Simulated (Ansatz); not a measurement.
Reaction (hydrogenolysis of a C–S bond): `NC(F)S` + H₂ → `NCF` + H₂S

Gas-phase electronic energies from Ansatz, PBE0-D4/def2-TZVP geometries. CBS: MP2 limit from def2 TZ/QZ plus the TZ coupled-cluster correction, frozen cores. This one scheme is used for every species. DFT in def2-TZVPP. One conformer a species, not always the lowest.

`NC(F)S`:

Cartesian coordinates in Å:
```
N 0.832 0.737 0.581
C 0.192 -0.300 -0.120
F 0.734 -0.427 -1.379
S -1.600 0.012 -0.295
H 0.476 1.658 0.366
H 0.873 0.582 1.576
H 0.351 -1.249 0.395
H -1.859 -1.012 -1.126
```

H₂:

```xyz
2

H     0.220    0.204    0.222
H    -0.220   -0.204   -0.222
```

`NCF`:

Z-matrix (Å, degrees):
```
C
F 1 1.406
N 1 1.402 2 113.7
H 1 1.092 2 106.1 3 121.3
H 1 1.092 2 106.1 3 -121.3
H 3 1.010 1 112.8 2 62.5
H 3 1.010 1 112.8 2 -62.5
```

H₂S:

```xyz
3

S    -0.522    0.220    0.251
H    -0.182   -0.185   -0.982
H     0.704   -0.035    0.731
```

(1) Is it downhill or uphill in electronic energy at CCSD(T)/CBS, and by how much? (Best estimate.)

(2) What do these levels give: LDA (SPW92), r2SCANh-D4, r2SCAN, PBE0, CCSD(T)/def2-SVP, HF/def2-QZVPP? (An estimate is asked.)

Largest T1 diagnostic among the species: 0.011.

## Answers

(1) The calculation gave: Downhill: ΔE = -18.7 kcal/mol.

(2) Computed: LDA (SPW92) -15.5, r2SCANh-D4 -17.6, r2SCAN -17.3, PBE0 -19.2, CCSD(T)/def2-SVP -21.3, HF/def2-QZVPP -25.0 kcal/mol.

From BLYP to BHLYP (50 % exact exchange), in def2-TZVPP and without D4, ΔE moves by −2.3 kcal/mol. The D4 term adds +2.1 kcal/mol with B3LYP and +1.1 kcal/mol with PBE0; it sums over pairs of atoms, weighted by their polarisabilities, and B3LYP, whose exchange is more repulsive, gets the larger term.

B3LYP here is the variant with VWN-RPA as its local correlation; programs differ in this.
